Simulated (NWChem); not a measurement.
System: trimethylamine (C3H9N); SMILES CN(C)C

All runs: NWChem. Pople sets run with spherical d functions. Each level has its own optimisation. Computed dipoles belong to the equilibrium geometry; the measured one is vibrationally averaged.

Measured dipole moment: 0.61 D (NIST CCCBDB, as tabulated in the package chemicals).

Question: Which of these levels lies farthest from the measured value, and how do the others fare: Hartree-Fock/6-31G*; Hartree-Fock/STO-3G; LDA (Slater exchange, VWN5)/def2-SVP; PBE0/def2-SVP; Hartree-Fock/3-21G; B3LYP/6-31G*; BLYP/def2-SVP; PBE/def2-SVP?

Answer: Hartree-Fock/STO-3G.
| level | dipole moment (D) | computed − measured |
|---|---|---|
| Hartree-Fock/STO-3G | 1.13 | +0.52 |
| Hartree-Fock/3-21G | 0.89 | +0.28 |
| Hartree-Fock/6-31G* | 0.74 | +0.13 |
| B3LYP/6-31G* | 0.57 | -0.04 |
| LDA (Slater exchange, VWN5)/def2-SVP | 0.25 | -0.36 |
| PBE/def2-SVP | 0.32 | -0.29 |
| BLYP/def2-SVP | 0.32 | -0.29 |
| PBE0/def2-SVP | 0.44 | -0.17 |
